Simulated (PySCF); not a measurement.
Choosing a molecule for a target property.

All species are isolated and taken at one optimised geometry, non-relativistic unless stated. Electronic properties by PySCF.

The conformers computed, where there is a choice (atom-mapped SMILES and torsion angles):
- `[O:1]=[CH:2][O:3]/[CH:4]=[CH:5]\[F:6]`: O1–C2–O3–C4 0°, C2–O3–C4–C5 -179°

Question: Wanted: smallest rotational constant below 4 GHz (PBE0-D3(BJ)/def2-SVP) and dipole moment above 2 D (PBE0-D3(BJ)/def2-SVP), at PBE0-D3(BJ)/def2-SVP geometries. Which candidate meets both?
A. `CC(F)F`
B. `O(C=O)/C=C\F`
C. `O=C1CO[C@H]1F`
D. `O=C1C[C@@H](F)O1`

Answer: D. Computed values:
| species | smallest rotational constant | dipole moment |
| --- | --- | --- |
| O(C=O)/C=C\F | 1.630 GHz | 0.71 D |
| O=C1C[C@@H](F)O1 | 2.435 GHz | 3.47 D |
| O=C1CO[C@H]1F | 2.567 GHz | 1.75 D |
| CC(F)F | 5.216 GHz | 2.07 D |
